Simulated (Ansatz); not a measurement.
# Br2Cs: the cost of one run

Computed with Ansatz 0.2.0, Gaussian basis. Level: the settings change from run to run.

1 further run of the same task is left out (set aside as unsound or not needed). Runs told in other sessions of the task aren't counted.

## Step 1: The molecule

The geometry comes from an earlier relaxation with PBE0-D4 in a triple-zeta def2 set; it is a stationary point. Cs takes a core potential in def2 sets; no spin-orbit term is included.

3 atoms, charge -1, spin multiplicity 1.

Atoms are counted from 1 here; the program's logs count them from 0.

Bond lengths: Cs1–Br2 3.355 Å, Cs1–Br3 3.355 Å. Angles: Br2–Cs1–Br3 180.0°.

## Step 2: PBE0/def2-TZVP

Set apart from the defaults: multiplicity 3, atoms shaken by 0.08 Å, D3(BJ) with three-body dispersion, the search for lower states set to light.

The input, in.yaml:

```yaml
crystal:
  periodic: [false, false, false]
  atoms:
    - {symbol: Cs, position_ang: [0.023132, -0.057260, -0.007176]}
    - {symbol: Br, position_ang: [2.923691, 0.906267, 1.257135]}
    - {symbol: Br, position_ang: [-2.866070, -1.046113, -1.313393]}
basis:
  gaussian: {orbitals: def2-TZVP}
total_charge: -1
magnetization: {spin_polarized: true, initial_magnetization: 2}
hamiltonian: {xc: {name: PBE0}, dispersion: d3bjatm}
scf: {lower_state_search: light}
```

Launch:

```console
ansatz run in.yaml --threads 4 --pin off --events-out ev --progress --plain --max-ram 3916MiB
```

What time and memory should one allow on 4 threads of Arm Neoverse V1, shared host?

About 34 s, with a peak of 0.56 GiB.
